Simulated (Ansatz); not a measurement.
Reaction (substitution at a C–C bond): `CCCCCC(C)C` + `CNCO` → `CN(C)CO` + `CCCCC(C)C`

Gas-phase electronic energies from Ansatz, PBE0-D4/def2-TZVP geometries. CCSD(T)/CBS is the MP2 limit (def2-TZVPP, def2-QZVPP) plus CCSD(T) − MP2 in def2-TZVPP, frozen cores. DFT in def2-TZVPP. HSE06 is defined as in plane-wave codes. One conformer a species, not always the lowest.

```json
{"level": "BLYP-D4", "ΔE (kJ/mol)": "11.9", "difference from CCSD(T)/CBS": "-4.0"}
{"level": "r2SCANh-D4", "ΔE (kJ/mol)": "14.5", "difference from CCSD(T)/CBS": "-1.4"}
{"level": "HSE06-D4", "ΔE (kJ/mol)": "15.6", "difference from CCSD(T)/CBS": "-0.3"}
{"level": "BHLYP-D4", "ΔE (kJ/mol)": "15.0", "difference from CCSD(T)/CBS": "-0.9"}
{"level": "B2PLYP", "ΔE (kJ/mol)": "13.8", "difference from CCSD(T)/CBS": "-2.1"}
{"level": "BLYP", "ΔE (kJ/mol)": "12.7", "difference from CCSD(T)/CBS": "-3.2"}
{"level": "r2SCANh", "ΔE (kJ/mol)": "14.1", "difference from CCSD(T)/CBS": "-1.8"}
{"level": "MP2/def2-SVP", "ΔE (kJ/mol)": "11.0", "difference from CCSD(T)/CBS": "-4.9"}
{"level": "CCSD/def2-SVP", "ΔE (kJ/mol)": "10.8", "difference from CCSD(T)/CBS": "-5.1"}
{"level": "CCSD/CBS(def2)", "ΔE (kJ/mol)": "17.0", "difference from CCSD(T)/CBS": "1.1"}
{"level": "CCSD(T)/CBS", "ΔE (kJ/mol)": "15.9", "difference from CCSD(T)/CBS": "0"}
```

Largest T1 diagnostic among the species: 0.010.

At CCSD(T), def2-SVP lies −6.1 kJ/mol from the extrapolated value and def2-TZVPP −1.4 kJ/mol. Leaving LDA and LC-ωPBE aside and taking each functional with its dispersion term where it has one, the values spread over 3.8 kJ/mol, from BLYP-D4 to PBE0-D4. LDA lies −4.5 kJ/mol from PBE without D4.
